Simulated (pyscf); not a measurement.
Optimised with ωB97X-D3(BJ)/def2-SVP in PySCF. Correlated levels are frozen-core, on RHF or UHF. ΔMP2 is the change of the MP2 total energy from the triple- to the quadruple-zeta basis.

Question: What is the homolytic dissociation enthalpy (298 K, CCSD(T)/def2-TZVPP + ΔMP2(QZVPP)) of the F–In bond of H₂N–In(F)–Cl (SMILES [NH2][In]([F])[Cl]), to [H₂N–In–Cl]• + F•?

Answer: F–In to [H₂N–In–Cl]• + F•: 110.2 kcal/mol. The radicals are drawn with the spin at the cut bond; how far it spreads was not checked. Other isomers of [H₂N–In–Cl]• were not searched in full and may lie lower. The CCSD(T) − MP2 part came from Ansatz, without density fitting, on the same reference. The frozen core leaves the outer d or s,p core shells of the metals and heavy elements correlated in the MP2 and CC values, and def2-TZVPP describes them poorly, which can shift differences by a few kcal/mol. Left out: the spin-orbit lowering of F. Elements past Kr carry the def2 core potentials, without spin-orbit coupling.
